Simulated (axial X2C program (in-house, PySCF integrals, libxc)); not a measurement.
Worked dissociation energy of SiS⁻: PBEsol, spin-free

All values were computed with an in-house all-electron X2C program for linear molecules (integrals from PySCF). Spin-free means the one-electron spin-free X2C Hamiltonian. Basis: S dyall-av3z [9s8p3d2f], Si dyall-av3z [9s8p3d2f] (cores contracted in-house); Gaussian nuclei, density fitting, unrestricted open shells. Masses: S 31.972 u, Si 27.977 u.

Molecular state: M_S = 1/2, Λ = 1 (beyond evenly filled blocks: π+α).

| Quantity | Value |
| --- | --- |
| E(S-) (2M_S = 1, M_L = 0) | -398.480507 hartree |
| E(Si) (2M_S = 2, M_L = 0) | -289.303026 hartree |
| E(SiS⁻) at Re | -687.971432 hartree |
| ωe | 595.0 cm⁻¹ |
| ωexe | 2.31 cm⁻¹ |

Problem. Work out De and D0.

Solution. De = -398.480507 + (-289.303026) − (-687.971432) = 0.18790 hartree = 5.113 eV. The zero-point energy is ωe/2 − ωexe/4 = 297 cm⁻¹ = 0.037 eV, so D0 = 5.076 eV.

One determinant describes the state; a PBE0 search over occupations chose it and may have missed a lower one. Dissociation energies refer to the lowest single-determinant-based atoms at the same level and basis. The highest occupied level is positive at some bond lengths even in Hartree–Fock (under at least one Hamiltonian), so the basis set holds the extra electron there; where that holds at Re the anion is at best weakly bound and its constants depend on the basis. Without a current term, density functionals place determinants with orbital angular momentum somewhat too high.

Each atomic determinant is the lowest at this level and need not be a pure term. Totals compare only within one Hamiltonian and basis.
